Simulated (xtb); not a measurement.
xtb input (GFN1-xTB):

```bash
xtb mol.xyz --gfn 1 --sp --chrg -1 --uhf 0
```
mol.xyz:
```
9

C     -0.01154166    -0.76556749     0.93697059
C     -0.00055164     0.59711357     0.84098915
C     -0.00224906    -0.80264408    -0.63844868
C      0.00981811     0.75689114    -0.66431055
H      0.00073468     1.37849926     1.61112035
H     -0.88855296    -1.26186408    -1.10165642
H      0.88250307    -1.27538941    -1.09089155
H      0.90183037     1.21523446    -1.12950488
H     -0.86936967     1.22876090    -1.14027063
```

End of the output:

```
         :::::::::::::::::::::::::::::::::::::::::::::::::::::
         ::                     SUMMARY                     ::
         :::::::::::::::::::::::::::::::::::::::::::::::::::::
         :: total energy             -11.215652474777 Eh    ::
         :: gradient norm              0.030877060340 Eh/a0 ::
         :: HOMO-LUMO gap              3.652853300126 eV    ::
         ::.................................................::
         :: SCC energy               -11.359693101297 Eh    ::
         :: -> electrostatic           0.131789383270 Eh    ::
         :: repulsion energy           0.146367131054 Eh    ::
         :: dispersion energy         -0.002326504533 Eh    ::
         :: halogen bond corr.         0.000000000000 Eh    ::
         :: add. restraining           0.000000000000 Eh    ::
         :: total charge              -1.000000000000 e     ::
         :::::::::::::::::::::::::::::::::::::::::::::::::::::

           -------------------------------------------------
          |                Property Printout                |
           -------------------------------------------------

    * Orbital Energies and Occupations

         #    Occupation            Energy/Eh            Energy/eV
      -------------------------------------------------------------
         1        2.0000           -0.4178272             -11.3697
         2        2.0000           -0.3782493             -10.2927
         3        2.0000           -0.3605349              -9.8107
         4        2.0000           -0.3235403              -8.8040
         5        2.0000           -0.3150673              -8.5734
         6        2.0000           -0.2660324              -7.2391
         7        2.0000           -0.2640716              -7.1858
         8        2.0000           -0.2448751              -6.6634
         9        2.0000           -0.1908614              -5.1936
        10        2.0000           -0.1452313              -3.9519
        11        2.0000           -0.0983639              -2.6766 (HOMO)
        12                          0.0358760               0.9762 (LUMO)
        13                          0.0931338               2.5343
        14                          0.1050905               2.8597
        15                          0.1290738               3.5123
        16                          0.1432593               3.8983
Note: The following floating-point exceptions are signalling: IEEE_DENORMAL
normal termination of xtb
        17                          0.1658918               4.5141
        18                          0.2572889               7.0012
        19                          0.2695409               7.3346
        20                          0.4108656              11.1802
        21                          0.4246975              11.5566
        22                          0.5247625              14.2795
       ...                                ...                  ...
        26                          0.8472249              23.0542
      -------------------------------------------------------------
                  HL-Gap            0.1342399 Eh            3.6529 eV
             Fermi-level           -0.0312440 Eh           -0.8502 eV

  Mulliken/CM5 charges         n(s)   n(p)   n(d)
     1C    -0.55548 -0.56415   1.454  3.101  0.000
     2C    -0.06921 -0.12280   1.034  3.036  0.000
     3C     0.00185 -0.09679   1.010  2.989  0.000
     4C    -0.06599 -0.16540   1.017  3.049  0.000
     5H    -0.08983 -0.03779   1.090  0.000  0.000
     6H    -0.05990 -0.00746   1.060  0.000  0.000
     7H    -0.05990 -0.00746   1.060  0.000  0.000
     8H    -0.05077  0.00092   1.051  0.000  0.000
     9H    -0.05077  0.00092   1.051  0.000  0.000

Wiberg/Mayer (AO) data.
largest (>0.10) Wiberg bond orders for each atom

 ---------------------------------------------------------------------------
     #   Z sym  total        # sym  WBO       # sym  WBO       # sym  WBO
 ---------------------------------------------------------------------------
     1   6 C    3.016 --     2 C    1.911     3 C    0.983
     2   6 C    3.944 --     1 C    1.911     4 C    1.004     5 H    0.972
     3   6 C    3.969 --     4 C    0.998     1 C    0.983     6 H    0.977
                             7 H    0.977
     4   6 C    3.976 --     2 C    1.004     3 C    0.998     9 H    0.975
                             8 H    0.975
     5   1 H    1.019 --     2 C    0.972
     6   1 H    1.030 --     3 C    0.977
     7   1 H    1.030 --     3 C    0.977
     8   1 H    1.016 --     4 C    0.975
     9   1 H    1.016 --     4 C    0.975
 ---------------------------------------------------------------------------

Topologies differ in total number of bonds
Writing topology from bond orders to xtbtopo.mol

 dipole moment from electron density (au)
     X       Y       Z
   0.0185   1.1105  -1.6411  total (Debye):    5.037

           -------------------------------------------------
          | TOTAL ENERGY              -11.215652474777 Eh   |
          | GRADIENT NORM               0.030877060340 Eh/α |
          | HOMO-LUMO GAP               3.652853300126 eV   |
           -------------------------------------------------

------------------------------------------------------------------------
------------------------------------------------------------------------
 total:
 SCF:
```

It need not be the lowest isomer of its formula. Whether it binds its extra electron was not tested at this geometry.
